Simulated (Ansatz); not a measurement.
# CH₅BO (SMILES BCO): functionals against CCSD(T) at one geometry

The task here is to estimate one member of a computed series from the others.

Computed with Ansatz 0.2.0, Gaussian basis. Level: single points in def2-TZVPP.

Cores are frozen in the correlated methods.

## The system as given

SMILES `BCO`, 8 atoms, charge 0, spin multiplicity 1.

Atoms are counted from 1 here; the program's logs count them from 0.

Bond lengths: B1–C2 1.596 Å, B1–H4 1.113 Å, B1–H5 1.278 Å, C2–O3 1.494 Å, C2–H6 1.127 Å, C2–H7 0.961 Å, O3–H8 1.024 Å. Angles: C2–B1–H4 126.5°, C2–B1–H5 112.4°, H4–B1–H5 121.0°, B1–C2–O3 117.7°, B1–C2–H6 108.6°, B1–C2–H7 123.7°, O3–C2–H6 106.2°, O3–C2–H7 105.3°, H6–C2–H7 90.8°, C2–O3–H8 100.0°.

As a file:

```xyz
8
charge 0, multiplicity 1
B    -0.70310    0.54360   -0.70880
C     0.35480    0.19570    0.43500
O     0.96210   -1.16900    0.42890
H    -1.15110   -0.17020   -1.43640
H    -0.97930    1.79040   -0.75350
H    -0.14730    0.31290    1.43710
H     1.06230    0.78710    0.70490
H     0.12540   -1.73540    0.26130
```

Set-up of the first run:

File run/in.yaml:

```yaml
crystal:
  periodic: [false, false, false]
  atoms:
    - {symbol: B, position_ang: [-0.703100, 0.543600, -0.708800]}
    - {symbol: C, position_ang: [0.354800, 0.195700, 0.435000]}
    - {symbol: O, position_ang: [0.962100, -1.169000, 0.428900]}
    - {symbol: H, position_ang: [-1.151100, -0.170200, -1.436400]}
    - {symbol: H, position_ang: [-0.979300, 1.790400, -0.753500]}
    - {symbol: H, position_ang: [-0.147300, 0.312900, 1.437100]}
    - {symbol: H, position_ang: [1.062300, 0.787100, 0.704900]}
    - {symbol: H, position_ang: [0.125400, -1.735400, 0.261300]}
basis:
  gaussian: {orbitals: def2-TZVPP}
correlation: {method: ccsd_t}
output: {forces: true}
```

No record of the launch command was kept for these runs.

Among the steps run: CCSD(T)/def2-TZVPP; PBE0-D4/def2-TZVPP; wB97M-V/def2-TZVPP; r2SCAN-D4/def2-TZVPP; PBE-D4/def2-TZVPP; CAM-B3LYP-D4/def2-TZVPP; r2SCAN0-D4/def2-TZVPP.

One of the session's tables, all rows but one given; the rest of the session is left out.

| method | RMS force component (eV/Å) | angle to CCSD(T) forces (°) | dipole (D) |
| --- | --- | --- | --- |
| CCSD(T) | 2.408 | reference | 1.63 |
| PBE0-D4 | 2.480 | 3.0 | 1.60 |
| wB97M-V | 2.412 | 2.0 | 1.62 |
| r2SCAN-D4 | 2.419 | 3.2 | 1.54 |
| PBE-D4 | 2.428 | 6.2 | 1.46 |
| CAM-B3LYP-D4 | 2.427 | 2.5 | 1.69 |
| r2SCAN0-D4 | ? | ? | ? |

Q: Estimate the row for r2SCAN0-D4 from the others.

**Answer.** RMS force component (eV/Å): 2.474; angle to CCSD(T) forces (°): 3.7; dipole (D): 1.64. In the column «RMS force component (eV/Å)» it lies between PBE-D4 (2.428) and PBE0-D4 (2.480).
